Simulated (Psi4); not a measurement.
Psi4 input (wB97X-D/6-31G*):

```
memory 1500 MB

molecule {
0 1
O     0.01896663   -0.71043085    0.00501195
C    -0.00767407    0.70487061   -0.00510197
C     1.32701526   -1.23358840   -0.00630597
C    -1.44885685    1.16522519    0.00822254
H     0.53191605    1.09348631    0.87107085
H     0.51138476    1.08044940   -0.89918082
H     1.24509694   -2.31950930    0.00264131
H     1.87638747   -0.92393236   -0.90539463
H     1.89703806   -0.91081970    0.87514254
H    -1.97905540    0.78806055   -0.86721785
H    -1.95854557    0.80108383    0.90118280
H    -1.49886130    2.25558362    0.00077261
symmetry c1
no_reorient
no_com
}

set {
  basis 6-31G*
  reference rks
  scf_type pk
  dft_radial_points 99
  dft_spherical_points 590
  e_convergence 1e-8
  d_convergence 1e-7
  maxiter 150
}

e = energy('wb97x-d')
print_out(f'\nFINAL {e:.10f} DIPOLE {variable("CURRENT DIPOLE")[0]:.6f} {variable("CURRENT DIPOLE")[1]:.6f} {variable("CURRENT DIPOLE")[2]:.6f}\n')
```

Output:

```
   => Loading Basis Set <=

    Name: 6-31G*
    Role: ORBITAL
    Keyword: BASIS
    atoms 1    entry O          line   145 file 6-31gs.gbs
    atoms 2-4  entry C          line   111 file 6-31gs.gbs
    atoms 5-12 entry H          line    44 file 6-31gs.gbs

   => WB97X-D: Empirical Dispersion <=

    Chai and Head-Gordon Dispersion Correction
    Chai, J.-D.; Head-Gordon, M. (2010), J. Chem. Phys., 132: 6615-6620

        s6 =       1.000000

         ---------------------------------------------------------
                                   SCF
               by Justin Turney, Rob Parrish, Andy Simmonett
                          and Daniel G. A. Smith
                              RKS Reference
         ---------------------------------------------------------

  ==> Geometry <==

    Molecular point group: c1
    Full point group: C1

    Geometry (in Angstrom), charge = 0, multiplicity = 1:

       Center              X                  Y                   Z               Mass
    ------------   -----------------  -----------------  -----------------  -----------------
         O            0.018966630000    -0.710430850000     0.005011950000    15.994914619570
         C           -0.007674070000     0.704870610000    -0.005101970000    12.000000000000
         C            1.327015260000    -1.233588400000    -0.006305970000    12.000000000000
         C           -1.448856850000     1.165225190000     0.008222540000    12.000000000000
         H            0.531916050000     1.093486310000     0.871070850000     1.007825032230
         H            0.511384760000     1.080449400000    -0.899180820000     1.007825032230
         H            1.245096940000    -2.319509300000     0.002641310000     1.007825032230
         H            1.876387470000    -0.923932360000    -0.905394630000     1.007825032230
         H            1.897038060000    -0.910819700000     0.875142540000     1.007825032230
         H           -1.979055400000     0.788060550000    -0.867217850000     1.007825032230
         H           -1.958545570000     0.801083830000     0.901182800000     1.007825032230
         H           -1.498861300000     2.255583620000     0.000772610000     1.007825032230

  Running in c1 symmetry.

  Rotational constants: A =      0.94481  B =      0.13835  C =      0.12949 [cm^-1]
  Rotational constants: A =  28324.64388  B =   4147.60520  C =   3882.04141 [MHz]
  Nuclear repulsion =  133.614663925359991

  Charge       = 0
  Multiplicity = 1
  Electrons    = 34
  Nalpha       = 17
  Nbeta        = 17

  ==> Algorithm <==

  SCF Algorithm Type is PK.
  DIIS enabled.
  MOM disabled.
  Fractional occupation disabled.
  Guess Type is SAD.
  Energy threshold   = 1.00e-08
  Density threshold  = 1.00e-07
  Integral threshold = 1.00e-12

  ==> Primary Basis <==

  Basis Set: 6-31G*
    Blend: 6-31G*
    Number of shells: 40
    Number of basis functions: 76
    Number of Cartesian functions: 76
    Spherical Harmonics?: false
    Max angular momentum: 2

  ==> DFT Potential <==

   => LibXC <=

    Version 7.1.2
    S. Lehtola, C. Steigemann, M. J. T. Oliveira, and M. A. L. Marques,  SoftwareX 7, 1–5 (2018) (10.1016/j.softx.2017.11.002)

   => Composite Functional: WB97X-D <=

    wB97X-D Hyb-GGA Exchange-Correlation Functional

    J.-D. Chai and M. Head-Gordon,  Phys. Chem. Chem. Phys. 10, 6615–6620 (2008) (10.1039/B810189B)

    Deriv               =              1
    GGA                 =           TRUE
    Meta                =          FALSE

    Exchange Hybrid     =           TRUE
    MP2 Hybrid          =          FALSE

   => Exchange-Correlation Functionals <=

    1.0000   wB97X-D range-separated functional

   => Exact (HF) Exchange <=

    0.7780            HF,LR [omega = 0.2000]
    0.2220               HF

   => LibXC Density Thresholds  <==

    XC_HYB_GGA_XC_WB97X_D:  1.00E-14

   => Molecular Quadrature <=

    Radial Scheme          =       TREUTLER
    Pruning Scheme         =           NONE
    Nuclear Scheme         =       TREUTLER

    Blocking Scheme        =         OCTREE
    BS radius alpha        =              1
    Pruning alpha          =              1
    Radial Points          =             99
    Spherical Points       =            590
    Total Points           =         656521
    Total Blocks           =           4694
    Max Points             =            256
    Max Functions          =             75
    Weights Tolerance      =       1.00E-15

  ==> Integral Setup <==

  Using in-core PK algorithm.
   Calculation information:
      Number of atoms:                  12
      Number of AO shells:              40
      Number of primitives:             92
      Number of atomic orbitals:        76
      Number of basis functions:        76

      Integral cutoff                 1.00e-12
      Number of threads:                 1

  Performing in-core PK
  Using 12846603 doubles for integral storage.
  We computed 318413 shell quartets total.
  Whereas there are 336610 unique shell quartets.

  Computing range-separated integrals for PK
  We computed 318413 wK shell quartets total.
  Whereas there are 336610 wK unique shell quartets.

  ==> DiskJK: Disk-Based J/K Matrices <==

    J tasked:                  Yes
    K tasked:                  Yes
    wK tasked:                 Yes
    Omega:               2.000E-01
    Schwarz Cutoff:          1E-12


  Cached 50.0% of DFT collocation blocks in 0.601 [GiB].

  Minimum eigenvalue in the overlap matrix is 5.3388341544E-03.
  Reciprocal condition number of the overlap matrix is 7.8328462788E-04.
    Using symmetric orthogonalization.

  ==> Pre-Iterations <==

  SCF Guess: Superposition of Atomic Densities via on-the-fly atomic UHF (no occupation information).

   -------------------------
    Irrep   Nso     Nmo
   -------------------------
     A         76      76
   -------------------------
    Total      76      76
   -------------------------

  ==> Iterations <==

                        Total Energy        Delta E     RMS |[F,P]|

   @RKS iter SAD:  -193.51192963765695   -1.93512e+02   0.00000e+00
   @RKS iter   1:  -194.12979668118300   -6.17867e-01   7.22037e-03 DIIS/ADIIS
   @RKS iter   2:  -194.19249689794421   -6.27002e-02   6.03001e-03 DIIS/ADIIS
   @RKS iter   3:  -194.27882118478084   -8.63243e-02   9.62059e-04 DIIS/ADIIS
   @RKS iter   4:  -194.28065089286906   -1.82971e-03   2.81900e-04 DIIS/ADIIS
   @RKS iter   5:  -194.28086107167331   -2.10179e-04   4.05756e-05 DIIS
   @RKS iter   6:  -194.28086686628805   -5.79461e-06   1.22396e-05 DIIS
   @RKS iter   7:  -194.28086729819969   -4.31912e-07   3.62384e-06 DIIS
   @RKS iter   8:  -194.28086734234415   -4.41445e-08   4.09461e-07 DIIS
   @RKS iter   9:  -194.28086734323239   -8.88235e-10   1.19357e-07 DIIS
   @RKS iter  10:  -194.28086734329290   -6.05098e-11   4.35632e-08 DIIS
  Energy and wave function converged.

  ==> Post-Iterations <==

   Electrons on quadrature grid:
      Ntotal   =   33.9999978031 ; deviation = -2.197e-06

    Orbital Energies [Eh]
    ---------------------

    Doubly Occupied:

       1A    -19.263516     2A    -10.336561     3A    -10.330895
       4A    -10.281577     5A     -1.126467     6A     -0.857269
       7A     -0.766928     8A     -0.696426     9A     -0.569363
      10A     -0.566089    11A     -0.535361    12A     -0.502913
      13A     -0.464114    14A     -0.441644    15A     -0.432846
      16A     -0.393761    17A     -0.330486

    Virtual:

      18A      0.175512    19A      0.208103    20A      0.226798
      21A      0.235577    22A      0.249592    23A      0.264555
      24A      0.269733    25A      0.270791    26A      0.286534
      27A      0.322214    28A      0.342668    29A      0.595355
      30A      0.612527    31A      0.641425    32A      0.653081
      33A      0.665191    34A      0.691889    35A      0.742169
      36A      0.788960    37A      0.854406    38A      0.927263
      39A      0.930648    40A      0.961603    41A      0.991293
      42A      0.995219    43A      1.016237    44A      1.024489
      45A      1.053161    46A      1.081186    47A      1.164102
      48A      1.214281    49A      1.220889    50A      1.443398
      51A      1.514426    52A      1.527450    53A      1.562335
      54A      1.582607    55A      1.804917    56A      1.817972
      57A      2.007462    58A      2.013974    59A      2.082288
      60A      2.161546    61A      2.183377    62A      2.185185
      63A      2.304226    64A      2.309011    65A      2.338172
      66A      2.394160    67A      2.478031    68A      2.565067
      69A      2.599997    70A      2.737007    71A      2.881479
      72A      3.041485    73A      4.008307    74A      4.284079
      75A      4.346750    76A      4.520273

    Final Occupation by Irrep:
              A
    DOCC [    17 ]
    NA   [    17 ]
    NB   [    17 ]

  @RKS Final Energy:  -194.28086734329290

   => Energetics <=

    Nuclear Repulsion Energy =            133.6146639253599915
    One-Electron Energy =                -527.1351757962829652
    Two-Electron Energy =                 218.2658838456848116
    DFT Exchange-Correlation Energy =     -19.0222023513341050
    Empirical Dispersion Energy =          -0.0040369667206195
    VV10 Nonlocal Energy =                  0.0000000000000000
    Total Energy =                       -194.2808673432928970

Computation Completed

Properties will be evaluated at   0.000000,   0.000000,   0.000000 [a0]

Properties computed using the SCF density matrix

 Multipole Moments:

 ------------------------------------------------------------------------------------
     Multipole            Electronic (a.u.)      Nuclear  (a.u.)        Total (a.u.)
 ------------------------------------------------------------------------------------

 L = 1.  Multiply by 2.5417464519 to convert [e a0] to [Debye]
 Dipole X            :          0.3822763            0.0000002            0.3822764
 Dipole Y            :          0.2857769           -0.0000001            0.2857768
 Dipole Z            :         -0.0065382            0.0000000           -0.0065382
 Magnitude           :                                                    0.4773326

 ------------------------------------------------------------------------------------

FINAL -194.2808673433 DIPOLE 0.382276 0.285777 -0.006538

*** Psi4 exiting successfully. Buy a developer a beer!
```
